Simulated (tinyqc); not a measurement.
Inside a calculation. Method: Pariser-Parr-Pople SCF with singles CI, for the molecule ClC1=CC=C1 (SMILES; centres numbered as the heavy atoms are written). One step of it, computed by the program tinyqc.

Problem. Iteration 3: Fock matrix. F_rr = H_rr + P_rr gamma_rr / 2 + sum_(s != r) P_ss gamma_rs; F_rs = H_rs - P_rs gamma_rs / 2; E = tr P (H + F) / 2 + core repulsion sum_(r<s) z_r z_s gamma_rs.

P after iteration 2:
```
,1Cl,2C,3C,4C,5C
1Cl,1.640171,0.526272,-0.061839,-0.347121,-0.061839
2C,0.526272,0.729698,0.459791,0.356811,0.459791
3C,-0.061839,0.459791,1.473287,0.528389,-0.526713
4C,-0.347121,0.356811,0.528389,0.683557,0.528389
5C,-0.061839,0.459791,-0.526713,0.528389,1.473287
```

core matrix H (eV):
```
,1Cl,2C,3C,4C,5C
1Cl,-42.318670,-1.590000,0.000000,0.000000,0.000000
2C,-1.590000,-37.353673,-2.390000,0.000000,-2.390000
3C,0.000000,-2.390000,-33.867271,-2.390000,0.000000
4C,0.000000,0.000000,-2.390000,-32.546270,-2.390000
5C,0.000000,-2.390000,0.000000,-2.390000,-33.867271
```

repulsion gamma_rs (eV):
```
,1Cl,2C,3C,4C,5C
1Cl,13.000000,5.552194,3.808992,3.148492,3.808992
2C,5.552194,11.130000,5.345397,4.398492,5.345397
3C,3.808992,5.345397,11.130000,5.345397,4.398492
4C,3.148492,4.398492,5.345397,11.130000,5.345397
5C,3.808992,5.345397,4.398492,5.345397,11.130000
```

Centres (angstrom, eV; a flat drawing with bonds scaled to 1.40 angstrom):
```
centre,x,y,core charge z,W,gamma_rr
1Cl,1.912000,0.000000,2,26.000000,13.000000
2C,0.512000,0.000000,1,11.160000,11.130000
3C,-0.478000,0.990000,1,11.160000,11.130000
4C,-1.468000,0.000000,1,11.160000,11.130000
5C,-0.478000,-0.990000,1,11.160000,11.130000
```

Give: F; pi energy.

Solution.

F (eV):
```
,1Cl,2C,3C,4C,5C
1Cl,-14.2305,-3.0510,0.1178,0.5465,0.1178
2C,-3.0510,-5.4291,-3.6189,-0.7847,-3.6189
3C,0.1178,-3.6189,-5.3864,-3.8022,1.1584
4C,0.5465,-0.7847,-3.8022,-4.6180,-3.8022
5C,0.1178,-3.6189,1.1584,-3.8022,-5.3864
```

pi energy = -85.3086 eV
